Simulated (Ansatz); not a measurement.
bcc V: PBE at its full settings (plane-wave cutoff 520 eV, 26×26×26 k mesh, Fermi–Dirac smearing 0.05 eV, no spin polarisation, scalar-relativistic PAW data made under PBE) and at cheaper ones, in a cell of 1 atom with Γ-centred meshes.

| level and setting | equilibrium lattice constant a (Å) | bulk modulus (GPa) |
|---|---|---|
| PBE (Ansatz) | 2.997 | 182 |
| PBE (Γ point alone) (Ansatz) | 3.318 | 181 |
| PBE (2×2×2 k mesh) (Ansatz) | 2.859 | 221 |
| PBE (4×4×4 k mesh) (Ansatz) | 2.993 | 195 |
| PBE (6×6×6 k mesh) (Ansatz) | 3.007 | 171 |
| PBE (Fermi-Dirac smearing of 0.3 eV) (Ansatz) | … | … |

Problem. What belongs in the gaps?

Solution. 
- PBE (Fermi-Dirac smearing of 0.3 eV) (Ansatz, an electronic-structure program), equilibrium lattice constant a (Å): 3.012
- PBE (Fermi-Dirac smearing of 0.3 eV) (Ansatz), bulk modulus (GPa): 171

Largest shifts from the full settings: lattice constant a +10.7 % (PBE (Γ point alone)), against a difference of -0.79 % of the full result from the reference 3.021 Å (measured, static lattice: zero-point anharmonic expansion removed; as tabulated in Mejia-Rodriguez and Trickey (2018), arXiv:1807.09216); bulk modulus +21 % (PBE (2×2×2 k mesh)), against a difference of +13.0 % of the full result from the reference 161 GPa (measured, corrected for temperature and zero-point phonon effects, sources range from 159 to 166; as tabulated in Levämäki et al. (2014), arXiv:1402.3671).

Ansatz's density-functional and Hartree–Fock values are scalar-relativistic unless marked +SOC, with PAW data made under PBE.

Run with cheap settings on purpose, which may leave them unconverged: PBE (2×2×2 k mesh), PBE (4×4×4 k mesh), PBE (6×6×6 k mesh), PBE (Fermi-Dirac smearing of 0.3 eV), PBE (Γ point alone).
